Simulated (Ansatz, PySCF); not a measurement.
# Smallest direct gap on the k points sampled of zinc-blende AlN (metastable phase) at several levels of theory

No measured value is used here.

```json
[
 {"level (code)": "LDA (Ansatz)", "value (eV)": "4.16", "cell (Å³/atom)": "10.50"},
 {"level (code)": "PBE (Ansatz)", "value (eV)": "4.11", "cell (Å³/atom)": "10.50"},
 {"level (code)": "PBE-D4 (Ansatz)", "value (eV)": "4.18", "cell (Å³/atom)": "10.43"},
 {"level (code)": "r²SCAN (Ansatz)", "value (eV)": "4.78", "cell (Å³/atom)": "10.50"},
 {"level (code)": "PBE0-D3(BJ) (Ansatz)", "value (eV)": "6.51", "cell (Å³/atom)": "10.18"},
 {"level (code)": "Hartree–Fock (Ansatz)", "value (eV)": "13.42", "cell (Å³/atom)": "10.50"},
 {"level (code)": "evGW@PBE (PySCF)", "value (eV)": "6.47 ± 0.1", "cell (Å³/atom)": "10.50"}
]
```

At these levels the smallest gap is indirect and lower: LDA 3.24, PBE 3.32, PBE-D4 3.33, r²SCAN 3.93, PBE0-D3(BJ) 5.31, Hartree–Fock 12.04, evGW@PBE 5.79 eV. Computed values are for a static lattice.  A ± on a computed value is a rough bar: the spread of its extrapolation, a floor set from checks against published values, or a statistical error. Values are at the measured cell; PBE-D4 at the level's own equilibrium cell; PBE0-D3(BJ) at the level's own relaxed cell. Cutoffs and k meshes differ between the levels. Ansatz's density-functional and Hartree–Fock values are scalar-relativistic unless marked +SOC, with PAW data made under PBE.

Ansatz is a first-principles code.
